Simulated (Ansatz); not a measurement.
Mulliken charges of C3H4OS (`C=C(S)C=O`) from r2SCAN/def2-TZVPP in Ansatz (PBE0-D4/def2-TZVP geometry).

| atom | x (Å) | y (Å) | z (Å) | charge (e) |
| --- | --- | --- | --- | --- |
| C1 | 0.245 | 0.945 | 1.067 | -0.165 |
| C2 | 0.253 | -0.044 | 0.173 | 0.038 |
| S3 | 1.496 | -1.280 | 0.124 | -0.098 |
| C4 | -0.837 | -0.123 | -0.843 | 0.179 |
| O5 | -1.745 | 0.656 | -0.915 | -0.277 |
| H6 | 1.008 | 1.055 | 1.827 | 0.090 |
| H7 | -0.560 | 1.669 | 1.028 | 0.113 |
| H8 | 0.987 | -1.950 | -0.924 | 0.094 |
| H9 | -0.758 | -0.973 | -1.555 | 0.026 |

By hand: the dipole of these point charges (1 e Å = 4.8032 D).

Σ q r = (0.257, -0.161, 0.074) e Å, of length 0.312 e Å = 1.50 D.

How does the dipole of the full density compare? (Estimate.)

Computed: (0.253, -0.207, 0.029) e Å, 1.58 D; the point charges give 0.95 times that, at 11° from its direction.

Point charges leave out the atoms' own dipoles, such as those of lone pairs, and Mulliken's split depends on the basis, so the close match here is no proof of good charges.
